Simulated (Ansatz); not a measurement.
`F[C@H]1C[C@@H]1F` → 3 C• + 2 F• + 4 H•  (atomization)

Computed with Ansatz on PBE0-D4/def2-TZVP structures; ΔE is electronic, products minus reactants. CBS: def2 TZ/QZ extrapolation, frozen cores. Open shells (•) are unrestricted, without spin–orbit coupling. Spin–orbit coupling would lower the free atoms: a little for C, F.

`F[C@H]1C[C@@H]1F`:

Z-matrix (Å, degrees):
```
C
C 1 1.495
C 1 1.476 2 60.4
F 1 1.360 2 118.7 3 108.1
H 1 1.084 2 118.6 3 -108.5
H 2 1.083 1 116.7 3 108.5
H 2 1.083 1 118.3 3 -105.8
F 3 1.360 1 118.3 2 -108.8
H 3 1.084 1 118.6 2 108.6
```

| species | HF/cc-pV(T+d)Z energy (Eh) |
| --- | --- |
| `F[C@H]1C[C@@H]1F` | -314.87203 |
| C• | -37.69157 |
| F• | -99.40552 |
| H• | -0.49981 |

Task: Work out ΔE.

Result: ΔE = 4 × (-0.49981) + 3 × (-37.69157) + 2 × (-99.40552) − (-314.87203) = 0.98704 Eh = +2591.5 kJ/mol. CCSD(T)/CBS gives +3611.2 kJ/mol.

Largest T1 diagnostic among the species: 0.011.

From BLYP to BHLYP (50 % exact exchange), in def2-TZVPP and without D4, ΔE moves by −133.0 kJ/mol: exact exchange takes away binding that semilocal exchange gives to molecules. In def2-TZVPP, CCSD(T) changes the Hartree–Fock value by +930.9 kJ/mol (the triples alone add +60.9 kJ/mol) and MP2 by +1031.6 kJ/mol; breaking electron pairs costs correlation energy, which Hartree–Fock lacks.
